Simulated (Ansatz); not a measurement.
Z-matrix (Å, degrees):
```
C
O 1 1.411
H 1 1.093 2 111.2
H 1 1.098 2 110.8 3 -121.5
H 1 1.089 2 107.0 3 119.6
C 2 1.395 1 113.2 3 62.2
C 6 1.522 2 104.0 1 172.9
O 6 1.378 2 114.4 1 -65.9
H 6 1.104 2 109.6 1 55.4
O 7 1.198 6 121.4 2 120.5
H 7 1.105 6 116.1 2 -57.4
H 8 0.969 6 106.8 2 -99.6
```

The species carries charge 0 and has multiplicity 1.

Problem. List the B3LYP/def2-TZVPP orbital energies in eV (Ansatz). (Best estimate.)

Solution. Ansatz gave: Occupied: -521.39, -521.18, -520.93, -279.98, -279.84, -278.19, -30.10, -29.28, -27.95, -20.66, -18.26, -16.79, -14.97, -14.31, -14.19, -12.93, -12.25, -11.70, -11.27, -10.54, -9.85, -8.54, -8.08, -7.92. Lowest empty: -1.66, 1.16, 1.44, 1.81, 2.25, 2.60, 2.95, 3.42.

B3LYP here is the variant with VWN-RPA as its local correlation; programs differ in this.
